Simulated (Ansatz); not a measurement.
Ansatz (a program for electronic structure) input:

Ansatz 0.2 input:
```yaml
crystal:
  periodic: [false, false, false]
  atoms:
    - {symbol: C, position_ang: [-0.02656740, -0.39643901, 0.74037214]}
    - {symbol: N, position_ang: [-0.04025319, 0.87186173, 0.00009760]}
    - {symbol: C, position_ang: [-0.04739019, -0.39723479, -0.73890413]}
    - {symbol: H, position_ang: [0.88684478, 1.28341918, -0.01317394]}
    - {symbol: H, position_ang: [-0.93332050, -0.60983971, 1.29271705]}
    - {symbol: H, position_ang: [-0.96932769, -0.61121579, -1.26527787]}
    - {symbol: H, position_ang: [0.88822522, -0.70100522, 1.23593203]}
    - {symbol: H, position_ang: [0.85309603, -0.70234775, -1.25968851]}
basis:
  gaussian:
    orbitals: aug-cc-pVDZ
magnetization: {spin_polarized: false}
correlation: {method: ccsd_t, electrons: outside_noble_gas}
output: {forces: true}
```

Problem. Predict the final energy.

Solution. -133.57608 Eh (CCSD(T)/aug-cc-pVDZ). The basis has 114 functions. The run takes roughly 60 core-seconds.
